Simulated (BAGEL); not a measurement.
# PBE0/aug-cc-pVDZ (density fitting with qzvpp-jkfit) run of SiH2O2 (SMILES O[Si]O)

Aim: the energy change on altering one bond length of SiH2O2 at PBE0/aug-cc-pVDZ (density fitting with qzvpp-jkfit), from 2 runs. 

The calculation is run with BAGEL 1.2.2.

1 further run of the same task is left out (set aside as unsound or not needed). Runs told in other sessions of the task aren't counted.

**1. The molecule**

SiH2O2 has 5 atoms, charge 0, and is taken as a singlet. As SMILES, `O[Si]O`. Geometry: relaxed at PBE0-D4/def2-TZVP. This is one conformer, not always the lowest.

Bond lengths: O1–Si2 1.642 Å, Si2–O3 1.663 Å, O1–H4 0.964 Å, O3–H5 0.960 Å. Angles: O1–Si2–O3 99.4°, Si2–O1–H4 117.5°, Si2–O3–H5 116.1°.

**2. The energy at PBE0/aug-cc-pVDZ (density fitting with qzvpp-jkfit)**

File job.json:

```json
{ "bagel": [

{
  "title": "molecule",
  "basis": "aug-cc-pvdz.json",
  "df_basis": "qzvpp-jkfit",
  "angstrom": "true",
  "geometry": [
    { "atom": "O", "xyz": [   -1.443200,   -0.105600,   -0.275000 ] },
    { "atom": "Si", "xyz": [   -0.212000,   -0.791300,    0.567700 ] },
    { "atom": "O", "xyz": [    1.036000,    0.187500,    0.068600 ] },
    { "atom": "H", "xyz": [   -1.231900,    0.648900,   -0.836100 ] },
    { "atom": "H", "xyz": [    1.901100,   -0.013100,    0.433400 ] }
  ]
},
{ "title": "ks", "xc_func": "pbe0" },
{ "title": "print", "file": "orbitals.molden", "orbitals": "true" }

]}
```

The basis set aug-cc-pVDZ is read from a file made from the Basis Set Exchange's data (not shown).

Run with:

```bash
$ BAGEL_NUM_THREADS=1 BAGEL job.json > job.out
```

Output:

```text
* using 1 threads per process

  ===============================================================
  ===============================================================

  *** Geometry ***

  { "atom" : "O", "xyz" : [     -2.727253,     -0.199555,     -0.519675 ] },
  { "atom" : "Si", "xyz" : [     -0.400622,     -1.495340,      1.072798 ] },
  { "atom" : "O", "xyz" : [      1.957756,      0.354324,      0.129635 ] },
  { "atom" : "H", "xyz" : [     -2.327954,      1.226243,     -1.580000 ] },
  { "atom" : "H", "xyz" : [      3.592558,     -0.024755,      0.819007 ] },

  Number of auxiliary basis functions:      318

  Since a DF basis is specified, we compute 2- and 3-index integrals:
    o Being stored without compression. Storage requirement is 0.021 GB

  Number of basis functions:       91
  Number of electrons      :       32

    * METHOD: MOLECULE                             0.09

  *** Kohn-Sham DFT ***

    * Removing 7632 points whose weight is below 1.00e-10
    * Grid points: 66898

  === Nuclear Repulsion ===
   103.6462536274

       - DIIS with orbital gradients will be used.

  === KS iteration (pbe0 / aug-cc-pvdz.json) ===
      0       -423.55936495          0.09231369           0.17
      1       -406.93812560          0.21751385           0.17
      2       -428.16772132          0.09413193           0.17
      3       -434.88183916          0.12144887           0.16
      4       -439.73205957          0.05647612           0.17
      5       -440.08987377          0.04781609           0.17
      6       -440.55598640          0.03232238           0.17
      7       -440.78002613          0.02056766           0.18
      8       -440.93950964          0.00247582           0.17
      9       -440.94208395          0.00059459           0.17
     10       -440.94220948          0.00008984           0.17
     11       -440.94221269          0.00001373           0.18
     12       -440.94221278          0.00000355           0.18
     13       -440.94221278          0.00000185           0.17
     14       -440.94221278          0.00000075           0.17
     15       -440.94221278          0.00000003           0.17
     16       -440.94221278          0.00000001           0.18
     17       -440.94221278          0.00000001           0.18
    * SCF iteration converged.

    * Permanent dipole moment:
           (   -0.656858,    -0.254363,     0.052197) a.u.

    * METHOD: KS                                   3.35

    * METHOD: PRINT                                0.01

  ===============================================================
```

Run time: 3.6 s. Hardware: 1 thread of Arm Neoverse V2, shared host; peak memory 0.29 GiB.

**3. The distorted shape**

File calc.json:

```json
{ "bagel" : [

{
  "title" : "molecule",
  "basis" : "aug-cc-pvdz.json",
  "df_basis" : "qzvpp-jkfit",
  "angstrom" : true,
  "geometry" : [
    { "atom" : "O", "xyz" : [   -1.875757,   -0.005298,   -0.457403 ] },
    { "atom" : "Si", "xyz" : [   -0.644557,   -0.690998,    0.385297 ] },
    { "atom" : "O", "xyz" : [    0.603443,    0.287802,   -0.113803 ] },
    { "atom" : "H", "xyz" : [   -1.664457,    0.749202,   -1.018503 ] },
    { "atom" : "H", "xyz" : [    1.901100,   -0.013100,    0.433400 ] }
  ]
},
{
  "title" : "ks",
  "xc_func" : "pbe0"
},
{
  "title" : "print",
  "file" : "orbitals.molden",
  "orbitals" : true
}

]}
```

The basis set aug-cc-pVDZ is read from a file made from the Basis Set Exchange's data (not shown).

Run with:

```bash
$ BAGEL_NUM_THREADS=1 BAGEL calc.json > calc.out
```

Output:

```text
* using 1 threads per process

  ===============================================================
  ===============================================================

  *** Geometry ***

  { "atom" : "O", "xyz" : [     -3.544667,     -0.010012,     -0.864366 ] },
  { "atom" : "Si", "xyz" : [     -1.218036,     -1.305797,      0.728106 ] },
  { "atom" : "O", "xyz" : [      1.140342,      0.543867,     -0.215057 ] },
  { "atom" : "H", "xyz" : [     -3.145368,      1.415787,     -1.924692 ] },
  { "atom" : "H", "xyz" : [      3.592558,     -0.024755,      0.819007 ] },

  Number of auxiliary basis functions:      318

  Since a DF basis is specified, we compute 2- and 3-index integrals:
    o Being stored without compression. Storage requirement is 0.021 GB

  Number of basis functions:       91
  Number of electrons      :       32

    * METHOD: MOLECULE                             0.09

  *** Kohn-Sham DFT ***

    * Removing 7113 points whose weight is below 1.00e-10
    * Grid points: 67417

  === Nuclear Repulsion ===
   101.5382642932

       - DIIS with orbital gradients will be used.

  === KS iteration (pbe0 / aug-cc-pvdz.json) ===
      0       -424.01997819          0.09339490           0.17
      1       -406.96018347          0.16082856           0.17
      2       -428.33121588          0.09431575           0.18
      3       -436.58698627          0.08827302           0.17
      4       -438.53956415          0.06780583           0.17
      5       -440.11003615          0.04419802           0.17
      6       -440.37543833          0.03390110           0.18
      7       -440.54275316          0.02737345           0.18
      8       -440.66856468          0.01919554           0.17
      9       -440.84795153          0.00352680           0.17
     10       -440.85324627          0.00079955           0.17
     11       -440.85351471          0.00005097           0.17
     12       -440.85351580          0.00001734           0.17
     13       -440.85351594          0.00000774           0.17
     14       -440.85351596          0.00000335           0.18
     15       -440.85351597          0.00000028           0.17
     16       -440.85351597          0.00000026           0.17
     17       -440.85351597          0.00000004           0.17
     18       -440.85351597          0.00000002           0.17
     19       -440.85351597          0.00000001           0.17
    * SCF iteration converged.

    * Permanent dipole moment:
           (   -0.858415,    -0.243090,    -0.004131) a.u.

    * METHOD: KS                                   3.68

    * METHOD: PRINT                                0.01

  ===============================================================
```

Wall time 4.2 s (1 thread of Arm Neoverse V2, shared host); peak memory 0.29 GiB.

**4. What came out**

Level: PBE0/aug-cc-pVDZ (density fitting with qzvpp-jkfit).

| quantity | value |
| --- | --- |
| first shape: total energy | -440.94221 Eh |
| first shape: dipole moment | 1.80 D |
| first shape: HOMO energy | -7.19 eV |
| first shape: LUMO energy | -1.27 eV |
| first shape: HOMO–LUMO gap | 5.93 eV |
| distorted shape: total energy | -440.85352 Eh |
| distorted shape: dipole moment | 2.27 D |
| distorted shape: HOMO energy | -7.01 eV |
| distorted shape: LUMO energy | -2.58 eV |
| distorted shape: HOMO–LUMO gap | 4.43 eV |
| energy change with the O3–H5 bond stretched from 0.960 to 1.440 Å | 2.414 eV |

In words: With the O3–H5 bond stretched from 0.960 to 1.440 Å the energy rises by 2.41 eV (56 kcal/mol). The first shape isn't relaxed at this level, so the change isn't measured from a minimum.
